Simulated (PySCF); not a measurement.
Species: C3H4O.
SMILES with atom numbers: `[CH:1]#[C:2][CH2:3][OH:4]` (hydrogens: H5 on C1; H6, H7 on C3; H8 on O4)

Method: PBE0-D3(BJ)/def2-SVP geometry optimisation, gas phase (PySCF).

(1) Give the optimised bond lengths and angles.

Results:

(1) 
```tsv
bond	length (bohr)	order
C1≡C2	2.286	triple
C2–C3	2.759	single
C3–O4	2.648	single
C1–H5	2.030	single
C3–H6, C3–H7	2.097	single
O4–H8	1.818	single
```

Bonds in one row agree within 0.02 bohr and their mean is given. Orders are formal, as drawn. A selection of angles:
```tsv
angle	degrees
C2–C1–H5	179.9
C1–C2–C3	178.8
C2–C3–O4	110.5
C2–C3–H6	107.7
O4–C3–H6	112.1
H6–C3–H7	106.4
C3–O4–H8	107.6
```

Dihedral angles: H8–O4–C3–C2 -177° (antiperiplanar).

O4 (alcohol oxygen) is bent (angle 107.6°). The C–C distances run from 1.210 Å (C1≡C2, drawn triple) to 1.460 Å (C2–C3, drawn single), a spread of 0.250 Å. The 4 heavy atoms lie in one plane (0.000 Å rms).

Not checked by PBE0-D3(BJ)/def2-SVP frequencies. One conformer, not necessarily the lowest (C2–C3–O4–H -177°).
